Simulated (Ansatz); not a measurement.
A nudged elastic band was laid between two geometries of BH5N2 + H (9 atoms, charge 0, multiplicity 2).

Theory: Ansatz, UKS PBE/6-31G*.

```
movable images  : 8
climbing image  : no
spring          : 5.0 eV/Å²
optimiser       : quadratic models (default)
start path      : through a guess of the saddle point
force threshold : 0.03 eV/Å
iteration limit : 60
end points      : relaxed
```

Initial state:

```xyz
9
Properties=species:S:1:pos:R:3
B 0.024 -0.102 -0.262
H 0.044 -0.506 0.878
N 1.263 0.080 -0.937
H 2.150 -0.118 -0.488
H 1.359 0.414 -1.892
N -1.236 0.169 -0.862
H -2.107 0.032 -0.361
H -1.365 0.510 -1.811
H -0.131 -0.479 3.865
```

Final state:

```xyz
9
Properties=species:S:1:pos:R:3
B 0.008 0.012 -0.386
H -0.010 -0.501 2.312
N 1.272 0.101 -1.007
H 2.136 -0.049 -0.497
H 1.421 0.328 -1.995
N -1.262 0.199 -0.969
H -2.120 0.115 -0.433
H -1.423 0.437 -1.952
H -0.021 -0.642 3.058
```

Question: Which bonds break or form, and what moves?

Answer: Bonds broken: B1–H2. Bonds formed: H2–H9. BH5N2 + H becomes BH4N2 + H2.

Question: What energy profile does the band end with?

Answer: It converged. The highest image is number 5 of 0 to 9, 24.3 kJ/mol above the first end and 10.4 kJ/mol above the last; the last end lies 13.9 kJ/mol above the first. No image climbed, so the highest image needn't sit at the top of the path.

```tsv
image	path coordinate (Å)	energy (kJ/mol)	B1–H2 (Å)	H2–H9 (Å)
0	0.00	0.0	1.21	2.99
1	0.37	0.1	1.21	2.67
2	0.73	0.7	1.21	2.34
3	1.10	2.9	1.21	1.96
4	1.46	7.8	1.23	1.57
5	1.83	24.3	1.45	1.06
6	2.19	23.6	1.87	0.81
7	2.55	17.8	2.18	0.78
8	2.92	14.7	2.47	0.76
9	3.28	13.9	2.75	0.76
```

Question: What is the geometry of the highest image?

Answer: 
```xyz
9
Properties=species:S:1:pos:R:3
B 0.005 -0.032 -0.106
H -0.001 -0.399 1.294
N 1.259 0.072 -0.759
H 2.134 -0.117 -0.280
H 1.392 0.328 -1.739
N -1.253 0.204 -0.714
H -2.122 0.119 -0.197
H -1.395 0.483 -1.686
H -0.019 -0.659 2.317
```

The band took 25 iterations and of the order of 6 core-minutes.

Time of the run: 5.9 min on 1 thread of Arm Neoverse V2 (shared host), peak memory 0.13 GiB.
